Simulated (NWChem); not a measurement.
methane (CH₄); SMILES C

```xyz
5

C      0.0000     0.0000     0.0000
H     -0.8540    -0.2418    -0.6465
H      0.8689     0.2544    -0.6213
H     -0.2557     0.8552     0.6396
H      0.2407    -0.8678     0.6282
```
Atoms are numbered in this order, from 1.

All runs use the structure optimised with PBE0/def2-SVP.

 Unshifted, non-relativistic core excitations; the lowest 4 roots alone, so stronger bands may lie above.

### Question
List the first C K-edge excitations from PBE0/def2-TZVP, restricted-window TDA (NWChem).

### Answer
```csv
state,energy (eV),dipole oscillator strength,leading excitation (squared amplitude)
S1,277.6,0.0000,1s of atom 1 or its equivalents → LUMO (1.00)
S2,279.0,0.0281,1s of atom 1 or its equivalents → LUMO+1 (0.98)
S3,279.0,0.0281,1s of atom 1 or its equivalents → LUMO+2 (0.96)
S4,279.0,0.0281,1s of atom 1 or its equivalents → LUMO+3 (0.96)
```
